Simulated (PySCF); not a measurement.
Match each property card to its molecule.

Structures:
1. `ClC12CC(C1)C2`
2. `OCCC1=C(CO)[SiH2][SiH2]1`
3. `F/C=C/F`
4. `C(C)CCC(OC)=O`

Card P (geometry GFN2-xTB):
- Rotational constants A, B, C: 1.382, 1.004, 0.687 GHz
- Isotropic shieldings of nuclei other than C and H, by class (GIAO PBE0/pcSseg-1): 281 (1 O), 290 (1 O), 416 (1 Si), 420 (1 Si) ppm
- Point group: C1
- HOMO energy (PBE0/pcSseg-1): -7.34 eV

Card Q (geometry GFN2-xTB):
* Rotational constants A, B, C: 4.847, 0.907, 0.871 GHz
* Dipole moment (PBE0/pcSseg-1): 1.66 D
* 13C chemical shifts (computed TMS as zero) by class (GIAO PBE0/pcSseg-1): 180.4 (1 C), 52.8 (1 C), 38.0 (1 C), 30.5 (1 C), 26.7 (1 C), 17.1 (1 C) ppm
* Point group: C1
* Isotropic shieldings of nuclei other than C and H, by class (GIAO PBE0/pcSseg-1): -90 (1 O), 143 (1 O) ppm

Card R (geometry GFN2-xTB):
* Rotational constants A, B, C: 58.447, 4.040, 3.779 GHz
* HOMO energy (PBE0/pcSseg-1): -7.57 eV
* Dipole moment (PBE0/pcSseg-1): 0.00 D by symmetry (numerical residue 0.01 D)
* Point group: C2h
* Isotropic shieldings of nuclei other than C and H, by class (GIAO PBE0/pcSseg-1): 364 (2 F) ppm

Card S (geometry GFN2-xTB):
- Rotational constants A, B, C: 6.302, 2.185, 2.185 GHz
- 13C chemical shifts (computed TMS as zero) by class (GIAO PBE0/pcSseg-1): 59.0 (3 C), 53.5 (1 C), 24.0 (1 C) ppm
- HOMO energy (PBE0/pcSseg-1): -8.22 eV
- Isotropic shieldings of nuclei other than C and H, by class (GIAO PBE0/pcSseg-1): 763 (1 Cl) ppm
- Point group: C3v
- Dipole moment (PBE0/pcSseg-1): 2.23 D

All species are isolated and taken at one optimised geometry, non-relativistic unless stated; the electronic structure was computed with PySCF and density fitting. NMR classes are plain means over equivalent atoms (diastereotopic ones count apart unless rotation or inversion swaps them), as if these changed places fast.

Problem. Which card belongs to which structure?

Solution. P = 2, Q = 4, R = 3, S = 1. What ties each card to its structure:
- 1 (card S), C5H7Cl, monoisotopic mass 102.0 u, 6 heavy atoms: 5 C in 3 classes; point group C3v; the least shielded carbon (59.0 ppm) is a four-membered-ring carbon; a prolate symmetric top with C = 2.185 GHz; dipole 2.23 D.
- 2 (card P), C5H12O2Si2, monoisotopic mass 160.0 u, 9 heavy atoms: an asymmetric top with C = 0.687 GHz, the lowest such constant on the cards.
- 3 (card R), C2H2F2, monoisotopic mass 64.0 u, 4 heavy atoms: point group C2h; an asymmetric top with C = 3.779 GHz, the highest such constant on the cards; a dipole under 0.05 D.
- 4 (card Q), C6H12O2, monoisotopic mass 116.1 u, 8 heavy atoms: 6 C in 6 classes; the least shielded carbon (180.4 ppm) is an ester carbonyl carbon; an asymmetric top with C = 0.871 GHz; dipole 1.66 D.
